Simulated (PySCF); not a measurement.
Gas-phase reaction: SiCl2 + Cl2 = SiCl4

Computed with PySCF and rigid-rotor harmonic-oscillator thermochemistry at 1 bar. 'Table' is the NASA 1993 thermochemical table (part measured, part estimated). † marks an energy on the PBE0/def2-TZVP geometry and frequencies; other levels use their own. CCSD(T) freezes the core. 6-31G* has spherical d functions here. All species are closed-shell singlets. B3LYP is the form with VWN-RPA correlation. CCSD(T) isn't extrapolated to the basis-set limit; its ΔH°(298 K) is -491.9 kJ in def2-SVP and -492.8 kJ in def2-TZVPP. The harmonic model lacks anharmonicity and excited electronic states, which grow with temperature; levels with a mode under 35 cm⁻¹ are left out. The table's entry may be an old estimate for SiCl2, SiCl4 (not checked at source).

```csv
level,"ΔH°(298 K), kJ",minus table,"ΔG°(1200 K), kJ"
table,-494.1,-,-292.5
B3LYP/6-31G*,-448.8,45.3,-246.4
CCSD(T)/def2-TZVPP†,-492.8,1.3,-292.4
HF/6-31G*,-493.9,0.2,-289.1
HF/def2-TZVP†,-498.7,-4.6,-298.2
PBE0/def2-TZVP,-487.4,6.7,-287.0
r2SCAN/def2-TZVP†,-509.5,-15.4,-309.1
ωB97X-V/def2-TZVP†,-506.9,-12.8,-306.5
```
